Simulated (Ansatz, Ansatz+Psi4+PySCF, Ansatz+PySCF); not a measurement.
```xyz
2

N     0.0000   -1.4718   -0.8921
H     0.0000   -1.4718    0.1639
```

Basis set: cc-pVTZ (spherical functions). Left uncorrelated: 1 orbital. Correlation on ROHF uses semicanonical orbitals with singles. Charge 0, multiplicity 3.

Computed with Ansatz (development build ahead of 0.2.0); each method stands on the lowest determinant of its kind that the runs found.

The atomization energy at this shape (free ground-state atoms in the same class of orbitals less the molecule, no zero-point energy) of triplet NH:

```csv
method,atomization energy
ROHF-MP2,320.2 kJ/mol
UHF-MP2,318.0 kJ/mol
```

(1) What does UHF-CCSD(T) give?

## Answers

(1) 330.8 kJ/mol.
